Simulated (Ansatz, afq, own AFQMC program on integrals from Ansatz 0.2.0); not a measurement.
## Where AFQMC and coupled cluster stand for SiC, triplet

```xyz
2

Si    0.0000    0.0000    0.0000
C     0.0000    0.0000    1.5020
```

Basis 6-31G. Noble-gas cores (and the filled d shells of Ga–Kr and In–Xe) are frozen. Integrals, coupled cluster, full CI and functionals: Ansatz 0.2.0; the random walks run on the same integrals in our own AFQMC program. ph-AFQMC/CISD is guided by a CISD state made of CCSD amplitudes; releasing the constraint for a short imaginary time cuts its bias at the price of noise, slowly where states lie close. ± is one standard error of the sampling.

Determinant: UHF, the one that the program's search chose, which needn't be the lowest solution. The geometry is a point of a scan.

Full CI on the same integrals is exact in this basis and with this determinant's frozen core.

Cautions: lower spins were not checked; strong correlation (T1 0.071, weight of the determinant 0.82, largest double 0.13); unrestricted determinant spin contaminated (⟨S²⟩ 2.27 against 2.00).

The T1 diagnostic is 0.0713, the weight of the determinant in the CISD state is 0.821 and the ⟨S²⟩ of the determinant is 2.270. The size of the correlated space is 8 electrons in 16 orbitals.

Reference: full CI, correlation energy -3.116 eV. The released energy is read at 2.40 1/Eh (meV from the phaseless value at times in 1/Eh: -8 ± 4 at 0.24, -15 ± 3 at 0.51, -19 ± 3 at 0.99, -26 ± 3 at 1.62, -27 ± 4 at 2.40). The cautions show a poor starting determinant, so the rows tell how each method copes with it here, and full CI is the sure value.

```
         level  E − E(reference) (kJ/mol)  share of correlation (%)
            HF                      300.6                      0.00
           MP2                       97.2                     67.67
          CCSD                       14.1                     95.32
       CCSD(T)                        5.0                     98.34
         CCSDT                        1.9                     99.37
      CCSDT(Q)                        0.5                     99.82
        CCSDTQ                        0.2                     99.95
   ph-AFQMC/HF                  1.5 ± 2.2                     99.52
 ph-AFQMC/CISD                  3.1 ± 0.4                     98.97
released AFQMC                  0.5 ± 0.3                     99.84
```

CCSDT and higher add their correlation energy to the determinant of the CCSD(T) run, since their own runs factorise the integrals more tightly (a shift of under 2 meV). A walk keeps the symmetry of its determinant, which the program's search chose and which needn't be the lowest solution, so a lower state of the same spin and another symmetry isn't excluded. Released energies are given only where the last usable release times agree within the noise; a slower fall can still hide under it.
